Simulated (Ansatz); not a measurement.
The same path of BClFH + H (5 atoms, charge 0, multiplicity 2) was run twice with different band settings. Lost on the way: B1–Cl2. Made: Cl2–H5.

These are results of UKS PBE0-D4/def2-SVP (Ansatz 0.2.0), not measurements.

Relaxed end points:

```xyz
5
Properties=species:S:1:pos:R:3
B 0.002 0.000 -0.208
Cl -0.009 0.000 1.537
H 1.037 0.000 -0.820
F -1.143 0.000 -0.847
H 0.000 0.000 4.973
```

```xyz
5
Properties=species:S:1:pos:R:3
B -0.080 0.400 -0.164
Cl 0.782 0.086 2.519
H 0.870 -0.214 -0.611
F -1.225 -0.194 0.074
H -0.459 -0.078 2.817
```

Common settings: spring 5.0 eV/Å²; optimiser quadratic models (default); start path through a guess of the saddle point; force threshold 0.05 eV/Å; iteration limit 60; end points relaxed.

| run | movable images | climbing image |
| --- | --- | --- |
| 1 | 5 | yes |
| 2 | 1 | no |

Question: What does each run give, and how far can it be trusted?

Answer: Run 1: converged after 21 iterations, highest image 1.141 eV above the first end. A vibrational analysis at the climbing image gives one clearly imaginary mode, 414i cm⁻¹: a first-order saddle point.
Run 2: converged after 17 iterations, highest image 0.943 eV above the first end. The highest image is an end point: on this band no image between the ends rises above it. So few images can step over the top or miss a turn of the path.
